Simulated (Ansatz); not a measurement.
# N4O2: the cost of one run

Method: the levels named in each step, in Ansatz 0.2.0.

## (1) The structure to begin with

Bond lengths: N1–N2 1.106 Å, N2–O3 1.149 Å, N4–N5 1.105 Å, N5–O6 1.151 Å. Angles: N1–N2–O3 179.8°, N4–N5–O6 179.2°.

As a file:

```xyz
6

N     0.5795    0.8239    0.1324
N     1.0184    1.4771   -0.6446
O     1.4742    2.1579   -1.4495
N    -1.0373   -1.5440    1.8613
N    -1.0403   -1.5138    0.7568
O    -1.0542   -1.4954   -0.3940
```

## (2) A rough first relaxation, PBE-D4/def2-SVP

This run stands in another session on the same molecule. It ended at:

```xyz
6

N     0.6209    0.8811    0.1894
N     1.0547    1.5300   -0.6491
O     1.5050    2.2036   -1.5155
N    -1.0444   -1.5561    1.9045
N    -1.0795   -1.5693    0.7599
O    -1.1165   -1.5836   -0.4269
```

## (3) Relaxation, PBE0-D4/def2-TZVPP

This run stands in another session on the same molecule. It ended at:

```xyz
6

N     0.8913    1.2562    0.5743
N     0.9847    1.4260   -0.5272
O     1.0830    1.6047   -1.6821
N    -1.1591   -1.7151    1.7297
N    -1.0087   -1.4645    0.6513
O    -0.8509   -1.2015   -0.4838
```

## (4) Frequencies, PBE0-D4/def2-TZVPP

input.yaml reads:

```yaml
crystal:
  periodic: [false, false, false]
  atoms:
    - { symbol: "N", position_ang: [0.89130165, 1.25617244, 0.57429668] }
    - { symbol: "N", position_ang: [0.9846733, 1.42596833, -0.52718826] }
    - { symbol: O, position_ang: [1.08303405, 1.60465789, -1.68209806] }
    - { symbol: "N", position_ang: [-1.15909949, -1.71509813, 1.72970964] }
    - { symbol: "N", position_ang: [-1.00872333, -1.46451785, 0.65133118] }
    - { symbol: O, position_ang: [-0.85092617, -1.20145268, -0.48378118] }
basis:
  gaussian: { orbitals: def2-TZVPP }
hamiltonian:
  xc: pbe0
  dispersion: d4
phonons: {}
```

Command:

```sh
$ ansatz run input.yaml --threads 4 --pin off --max-ram 10240MiB --backend cpu --events-out ev --progress --plain --runs-dir out
```

Q: Estimate wall time and peak memory on 4 threads of Arm Neoverse V1, shared host.

About 29 s, with a peak of 0.35 GiB.
